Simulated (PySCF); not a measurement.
Boron: a sound run and one with changed settings

Sound run: B [He] 2s2 2p1, B⁺ [He] 2s2. All numbers are calculated (PySCF 2.14, no relativity, point nucleus, in aug-cc-pVDZ). The sound run starts from symmetry-adapted Hartree-Fock orbitals and uses a fine grid where one is needed.

Changed run: 14 angular points. This setting is unsound on purpose.

```tsv
species	method	sound run (hartree)	changed run (hartree)	converged
B	UHF	-24.53057	-24.53057	yes
B	PBE	-24.60805	-24.60777	yes
B	M06-2X	-24.64879	-24.65072	yes
B⁺	UHF	-24.23501	-24.23501	yes
B⁺	PBE	-24.28857	-24.28857	yes
B⁺	M06-2X	-24.34197	-24.34197	yes
```

Ionisation energy of B:

| method | sound run (eV) | changed run (eV) |
| --- | --- | --- |
| UHF | 8.043 | 8.043 |
| PBE | 8.693 | 8.686 |
| M06-2X | 8.349 | 8.401 |

A coarse angular grid integrates products of high-l functions wrongly, so density functionals can shift, and the SCF can exploit the error; Hartree-Fock and MP2 need no grid.

For comparison, NIST gives 8.298 eV between the lowest levels.
